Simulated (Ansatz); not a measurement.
# Atomization energy of WS, singlet, worked out

```yaml
atoms:
  - { symbol: W, position_ang: [0.0000, 0.0000, 0.0000] }
  - { symbol: S, position_ang: [0.0000, 0.0000, 2.0488] }
```

Basis def2-SVP with its core potentials. Noble-gas cores (and the filled d shells of Ga–Kr and In–Xe) are frozen. Integrals, coupled cluster, full CI and functionals: Ansatz 0.2.0; the random walks run on the same integrals in our own AFQMC program. ph-AFQMC/CISD is guided by a CISD state made of CCSD amplitudes; releasing the constraint for a short imaginary time cuts its bias at the price of noise, slowly where states lie close. Uncertainties: one standard error, sampling alone. No spin–orbit coupling. The metal's outer-core s and p shells are frozen, which shifts wave-function levels against functionals.

Total energies in eV. CBS is CCSD(T) at the limit of def2-TZVPP/QZVPP (extrapolated itself); the highest rung of each member is named.

Cautions: no spin-orbit coupling; outer-core shells of the metal frozen; WS (singlet): another spin lies lower, restricted determinant unstable towards unrestricted (UHF 782 meV lower, ⟨S²⟩ 1.41), strong correlation (T1 0.045, weight of the determinant 0.80, largest double 0.12), (T) is large, 7 % of the CCSD correlation.

```tsv
member	count	CCSD(T)/def2-SVP	highest rung in def2-SVP	which	CCSD(T)/CBS
W (septet)	+1	-1807.2545	-1807.2584	FCI	-1808.3017
S (triplet)	+1	-10815.6525	-10815.6618	FCI	-10821.3785
WS, singlet	-1	-12625.7463	-12625.8242	CCSDT(Q)	-12633.5909
```

Problem. Work out the best estimate of the atomization energy: the CCSD(T)/CBS difference plus the step from CCSD(T) to the highest rung.

Solution. Sums with the counts: CCSD(T)/CBS 3.9107 eV, highest rung 2.9040 eV, CCSD(T)/def2-SVP 2.8393 eV. The step is 2.9040 − 2.8393 = 0.0647 eV, so the best estimate is 3.9107 + (0.0647) = 3.9754 eV = 91.7 kcal/mol. The basis set is worth 1.071 eV of it. Zero-point, core-correlation and spin–orbit terms aren't in it. Past Ne the Hartree–Fock part of each CBS total tends to overshoot, since the cores don't follow the formula; that largely cancels in the difference.

Best estimates are given only where the step beyond CCSD(T) is under 0.3 eV and no member's determinant is very poor (T1 over 0.05, or 0.07 for open shells, ⟨S²⟩ too high by 0.3, two states mixed), so the hardest cases are missing from such tables.

CCSDT and higher add their correlation energy to the determinant of the CCSD(T) run, since their own runs factorise the integrals more tightly (a shift of under 2 meV). Each member of a difference takes its own highest rung, so a best estimate needn't equal the limit plus the step of one row. The exponents were fitted on light atoms, and def2 sets of heavy atoms don't grow evenly, so the limit is rough here.
